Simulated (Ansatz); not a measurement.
# C2H3B: the cost of one run

Program: the Python package of Ansatz 0.2.0. Level of theory: PBE/def2-SVP. These are calculated values, not measurements.

## Step 1: The structure

Bond lengths: B1–C2 1.466 Å, C2–C3 1.177 Å, B1–H4 1.147 Å, B1–H5 1.214 Å, C3–H6 1.079 Å. Angles: B1–C2–C3 179.1°, C2–B1–H4 122.2°, C2–B1–H5 122.5°, H4–B1–H5 115.1°, C2–C3–H6 177.6°.

The script holds or builds the structure itself.

## Step 2: The script

c2h3b.py

```python
"""One bond of C2H3B held at set lengths while the rest relaxes."""

import warnings

import ansatz
import numpy as np

BASIS = "def2-SVP"
FUNCTIONAL = "pbe"

GEOMETRY = """
B    -0.81740    0.61390   -0.36530
C     0.27170   -0.23330    0.13040
C     1.13960   -0.92780    0.51690
H    -1.70590    0.18720   -0.95220
H    -0.80560    1.82310   -0.25630
H     1.95980   -1.52720    0.88030
"""

warnings.simplefilter("ignore", ansatz.DeckWarning)

mol = ansatz.Crystal.molecule()
for line in GEOMETRY.strip().splitlines():
    symbol, *xyz = line.split()
    mol = mol.atom(symbol, [float(v) for v in xyz])

calc = mol.calculation()
calc = calc.basis(gaussian=BASIS)
calc = calc.functional(FUNCTIONAL)
symbols = [site.symbol for site in mol.cartesian_sites]
pairs = [(0, 1), (0, 3), (0, 4), (1, 2), (2, 5)]
print("held (A)   E (eV)        ", "  ".join(f"{symbols[i]}{i}-{symbols[j]}{j}" for i, j in pairs))
for length in [1.12, 1.21, 1.31, 1.46, 1.64]:
    r = calc.relax(constraints=[ansatz.DistanceConstraint((0, 4), at=length)], force_tolerance=0.02, max_steps=60).run(threads=1, backend="cpu").report
    xyz = np.array(r["positions_ang"])
    print(f"{length:6.2f} {r['free_energy_ev']:14.5f}  ", "  ".join(f"{np.linalg.norm(xyz[i] - xyz[j]):.3f}" for i, j in pairs))
```

## Step 3: The input behind the calls

The package turns the script's settings into the engine's input (first run):

```yaml
crystal:
  periodic: [false, false, false]
  atoms:
    - { symbol: B, position_ang: [-0.8174, 0.6139, -0.3653] }
    - { symbol: C, position_ang: [0.2717, -0.2333, 0.1304] }
    - { symbol: C, position_ang: [1.1396, -0.9278, 0.5169] }
    - { symbol: H, position_ang: [-1.7059, 0.1872, -0.9522] }
    - { symbol: H, position_ang: [-0.8056, 1.8231, -0.2563] }
    - { symbol: H, position_ang: [1.9598, -1.5272, 0.8803] }
basis:
  gaussian:
    orbitals: def2-SVP
hamiltonian:
  xc: pbe
relax:
  f_tol: 0.02
  max_steps: 60
  constraints:
    - { distance: [0, 4], at: 1.12 }
```

## Step 4: Running it

Launch:

```sh
$ python c2h3b.py
```

**Question.** How long does this script take on 1 thread of Arm Neoverse V1, shared host, and how much memory does it need?

About 29 s, with a peak of 0.18 GiB.
